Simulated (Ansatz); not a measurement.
Energy needed to pull apart BH2O (SMILES [BH]O), doublet, into free ground-state atoms, from the structure below (displaced at random from a GFN2-xTB minimum); no zero-point or spin–orbit terms; open-shell atoms are treated unrestricted, in their ground-state multiplicity.

```csv
atom,x (Å),y (Å),z (Å)
B1,0.0572,-0.5685,0.4265
O2,0.2523,0.4159,-0.3808
H3,-1.1660,-0.9814,0.4656
H4,1.0113,0.8660,-0.4344
```

Computed with Ansatz 0.2.0 (basis: def2-TZVPP); correlated methods freeze the cores; orbitals are unrestricted.

```tsv
method	atomization energy (kJ/mol)
SPW92	?
PBE-D4	1367
r2SCAN-D4	1355
PBE0-D4	1335
r2SCANh-D4	1343
wB97M-V	?
HF	986
MP2	1329
CCSD	1269
CCSD(T)	1287
```

Question: What does SPW92 give? (Judge from chemistry; the value comes from the calculation.)

Answer: Computed: 1545 kJ/mol, which is about 258 kJ/mol more than CCSD(T)/def2-TZVPP.

Question: What does wB97M-V give? (An estimate is asked for; the value comes from the calculation.)

Answer: By the calculation: 1334 kJ/mol, which is about 46 kJ/mol more than CCSD(T)/def2-TZVPP.

In triple zeta the MP2 and coupled-cluster atomization energies are still short of their basis limit by a few kcal/mol a bond, whereas those of the functionals are nearly converged, so these differences are not deviations from converged CCSD(T).

The T1 diagnostic stays at or below 0.016. ⟨S²⟩ of the unrestricted Hartree–Fock references: 0.75 (a pure state has 0.75).

For scale, one of the runs: CCSD(T)/def2-TZVPP forces, 90 basis functions (an equivalent command: `ansatz run in.yaml --threads 4`). Time: 14 s of wall clock on 4 CPU threads; the host was shared. Peak host memory: 0.79 GiB.
